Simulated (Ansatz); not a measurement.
Two shapes of singlet CH₃N.

Shape 1:

```xyz
5

C    -0.0029   -0.0458   -0.6317
N     0.0249   -0.0982    0.6485
H     0.0352    0.9194    1.0597
H    -0.0159   -0.9979   -1.1867
H    -0.0394    0.8813   -1.2322
```

Shape 2:

```xyz
5

C     0.0000   -0.0406   -0.5353
N     0.0000   -0.0652    0.6275
H     0.0000    0.8132    0.9736
H     0.0000   -0.9157   -1.0482
H     0.0000    0.8024   -1.1065
```

Basis set: cc-pVTZ (spherical functions). Correlated methods keep 2 orbitals frozen. Charge 0, multiplicity 1.

Computed with Ansatz (development build ahead of 0.2.0); each method stands on the lowest determinant of its kind that the runs found.

(1) Which shape is lower in energy, and by how much in each method?

## Answers

(1)

| method | E(2) − E(1) (eV) |
| --- | --- |
| RHF | 0.411 |
| RHF-MP2 | 0.788 |

Shape 1 is lower. Caution: no unrestricted run beside it, a lower state can exist.
